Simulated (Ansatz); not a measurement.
## Be2Cl3: from a trial structure to a relaxed crystal

These are results of Ansatz, DFT PBE, scalar-relativistic, plane waves, PAW, not measurements. Cutoff 420 eV, Γ-centred k mesh, Gaussian smearing, no spin polarisation in the final step.

A relaxed cell is given with its space group left out.

```xyz
10
Lattice="2.9777 1.7192 7.0447 -2.9777 1.7192 7.0447 0.0000 -3.4383 7.0447" Properties=species:S:1:pos:R:3 pbc="T T T"
Be    0.0000    0.0000   19.9383
Be    0.0000    0.0000   11.7629
Be    0.0000    0.0000    1.1959
Be    0.0000    0.0000    9.3712
Cl   -0.9016   -1.7192    8.8059
Cl    1.9396    0.0788    8.8059
Cl   -1.0380    1.6404    8.8059
Cl    0.9016    1.7192   12.3283
Cl   -1.9396   -0.0788   12.3283
Cl    1.0380   -1.6404   12.3283
```

Formation energies are uncorrected and refer to the elements' standard structures at the same level (Cl₂ as a molecule).

Q: What space group does it have?

A: R-3c (No. 167). Conventional cell: a = 5.955 Å, c = 21.134 Å. Be is coordinated by 3 Cl at 2.02 Å and 1 Be at 2.39 Å; around Cl lie 2 Be at 2.02 Å.

Q: How far does it lie from the elements in energy?

A: -0.93 eV/atom.

Q: Is it a metal?

A: Yes, bands cross the Fermi level on the 6×6×6 mesh.

The final run used a 6×6×6 mesh on its 10-atom cell and 0.10 eV smearing. The k mesh leaves about 4 meV/atom of noise in metals. The cell came from a trial start, so Be2Cl3 may not exist in this structure.

Cost: 3 runs of about 1.3 core-minutes in all, on Intel Xeon 6975P-C (Granite Rapids) (shared hosts).